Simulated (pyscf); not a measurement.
Structures and frequencies: ωB97X-D3(BJ)/def2-SVP in PySCF.

SMILES: [O]=[Al][F]
```xyz
3

O      1.4449     2.1024    -0.1896
Al     0.7070     0.6912    -0.0887
F     -0.0549    -0.7661     0.0140
```

How much does it cost (ΔH, 298 K, ωB97M-D3(BJ)/def2-TZVP) to split O=Al–F at its Al–F bond into [O=Al]• + F•?

Al–F to [O=Al]• + F•: 5.90 eV. The 7 functionals that were run give +5.72 (PBE0-D3(BJ)) to +5.93 eV (ωB97X-D3(BJ)). The radicals are drawn with the spin at the cut bond; how far it spreads was not checked. Left out: the spin-orbit lowering of F. The term symbol of open-shell O=Al was not checked; spin-orbit terms are left out.
